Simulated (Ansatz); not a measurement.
# AlO2 (quartet): from Hartree-Fock to the top rungs, def2-TZVPP

The task here is to estimate one member of a computed series from the others.

Method: def2-TZVPP, core rule «outside noble gas», up to 7 orbitals frozen; program: Ansatz 0.2.0, Gaussian basis.

Plan: UHF; ROHF; CCSD(T) on UHF.

2 further runs of the same task are left out: 2 set aside as unsound or not needed.

### The system

The geometry is a PBE0/def2-TZVP stationary point (not a proven minimum) of the parent state, kept for this charge and spin.

3 atoms, charge 0, spin multiplicity 4.

Atoms are counted from 1 here; the program's logs count them from 0.

Bond lengths: Al1–O2 1.646 Å, Al1–O3 1.646 Å. Angles: O2–Al1–O3 180.0°.

The first run:

The input, in.yaml:

```yaml
crystal:
  periodic: [false, false, false]
  atoms:
    - {symbol: Al, position_ang: [0.000000, 0.000000, 0.000000]}
    - {symbol: O, position_ang: [0.000000, 0.000000, -1.645900]}
    - {symbol: O, position_ang: [0.000000, 0.000000, 1.645900]}
basis:
  gaussian: {orbitals: def2-TZVPP}
magnetization: {spin_polarized: true, initial_magnetization: 3}
hamiltonian: {xc: hf}
output: {orbitals: {seedname: orbitals}}
```

On the command line:

```bash
> ansatz run in.yaml --threads 1 --pin off --events-out ev --progress --plain --max-ram 4096MiB --backend cpu
```

Steps of the session up to this table: UHF; ROHF; CCSD(T) on UHF.

One of the session's tables, all rows but one given; the rest of the session is left out.

| method | from UCCSD(T) (kcal/mol) |
| --- | --- |
| ROHF | +296.87 |
| UHF | +290.94 |
| UMP2 | +25.59 |
| UCCSD | ? |
| UCCSD(T) | 0 |

Estimate the missing values for UCCSD.

As computed: from UCCSD(T) (kcal/mol): +9.43. In the column «from UCCSD(T) (kcal/mol)» it lies between UCCSD(T) (0) and UMP2 (+25.59).
